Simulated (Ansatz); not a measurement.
# CH4AlCl (SMILES [CH3][AlH][Cl]): a relaxed scan of the dihedral angle H4–C1–Al2–Cl3

How does the energy rise as the dihedral angle H4–C1–Al2–Cl3 leaves its equilibrium value, and do density functionals follow CCSD(T)? At each value the rest of the molecule is relaxed at PBE0-D4 with the four atoms held in place.

Program: Ansatz 0.2.0, Gaussian basis. Level of theory: single points in def2-TZVPP. These are calculated values, not measurements.

Levels: PBE-D4, r2SCAN-D4, PBE0-D4, B3LYP-D4, wB97M-V, Hartree-Fock, MP2, CCSD, CCSD(T). The scan takes 128.6, 141.9, 155.2, 168.6, -178.1, -164.8, -151.4, -138.1, -124.8°.

Cores are frozen in the correlated methods. B3LYP uses VWN-RPA correlation.

46 further runs of the same task are left out: 46 set aside as unsound or not needed.

### Step 1. Where the work starts

The minimum, relaxed at PBE0-D4: 7 atoms, charge 0, spin multiplicity 1.

Atoms are counted from 1 here; the program's logs count them from 0.

Bond lengths: C1–Al2 1.938 Å, C1–H4 1.095 Å, C1–H5 1.091 Å, C1–H6 1.095 Å, Al2–Cl3 2.105 Å, Al2–H7 1.579 Å. Angles: Al2–C1–H4 110.5°, Al2–C1–H5 112.6°, Al2–C1–H6 110.6°, H4–C1–H5 108.2°, H4–C1–H6 106.5°, H5–C1–H6 108.2°, C1–Al2–Cl3 119.4°, C1–Al2–H7 124.6°, Cl3–Al2–H7 116.1°.

Geometry (Å):

```mol
CH4AlCl
  3D, bonds by distance, orders not assigned

  7  6  0  0  0  0  0  0  0  0999 V2000
   -0.7122    0.5230   -0.2855 C   0  0
    0.8571   -0.5067    0.1976 Al  0  0
    0.6957   -2.0081    1.6639 Cl  0  0
   -0.5388    1.5903   -0.1124 H   0  0
   -1.5984    0.2257    0.2777 H   0  0
   -0.9321    0.4138   -1.3525 H   0  0
    2.2899   -0.3060   -0.4346 H   0  0
  1  2  8  0
  1  4  8  0
  1  5  8  0
  1  6  8  0
  2  3  8  0
  2  7  8  0
M  END
```

Energies of the minimum (eV), from earlier single points: PBE-D4 -20214.34695, r2SCAN-D4 -20222.60319, PBE0-D4 -20216.27241, B3LYP-D4 -20226.24606, wB97M-V -20222.99443, CCSD(T) -20197.22158.

At the minimum the dihedral angle H4–C1–Al2–Cl3 is 121.4°.

### Step 2. H4–C1–Al2–Cl3 = 128.6°

Input file relax/in.yaml:

```yaml
crystal:
  periodic: [false, false, false]
  atoms:
    - {symbol: C, position_ang: [-0.712193, 0.523037, -0.285539]}
    - {symbol: Al, position_ang: [0.857129, -0.506653, 0.197563]}
    - {symbol: Cl, position_ang: [0.652902, -2.154241, 1.491553]}
    - {symbol: H, position_ang: [-0.538844, 1.590278, -0.112359]}
    - {symbol: H, position_ang: [-1.598412, 0.225680, 0.277738]}
    - {symbol: H, position_ang: [-0.932144, 0.413779, -1.352526]}
    - {symbol: H, position_ang: [2.320057, -0.202575, -0.312291]}
basis:
  gaussian: {orbitals: def2-TZVP}
hamiltonian: {xc: pbe0, dispersion: d4}
relax: {f_tol: 0.005, max_steps: 200, constraints: [{sites: [3, 0, 1, 2]}]}
```

The command line of these runs was not kept.

After this run come: H4–C1–Al2–Cl3 = 141.9°; H4–C1–Al2–Cl3 = 155.2°; H4–C1–Al2–Cl3 = 168.6°; H4–C1–Al2–Cl3 = -178.1°; H4–C1–Al2–Cl3 = -164.8°; H4–C1–Al2–Cl3 = -151.4°; H4–C1–Al2–Cl3 = -138.1°; H4–C1–Al2–Cl3 = -124.8°.

Before running it: what results should come out? Wanted: highest point, CCSD(T); lowest point, CCSD(T); RMS deviation from CCSD(T); largest T1 diagnostic.

**Answer**, as computed:

| quantity | value |
| --- | --- |
| highest point, CCSD(T) | 0.2 kJ/mol at -178.1° |
| lowest point, CCSD(T) | 0.0 kJ/mol at 121.4° |
| RMS deviation from CCSD(T) | PBE-D4 0.1, r2SCAN-D4 0.0, PBE0-D4 0.0, B3LYP-D4 0.0, wB97M-V 0.0, Hartree-Fock 0.0, MP2 0.0, CCSD 0.0 kJ/mol |
| largest T1 diagnostic | 0.009 |

In words: Over the points sampled the torsion costs at most 0.2 kJ/mol, so the group turns almost freely at room temperature. The curve of CCSD lies nearest to CCSD(T), that of PBE-D4 farthest.
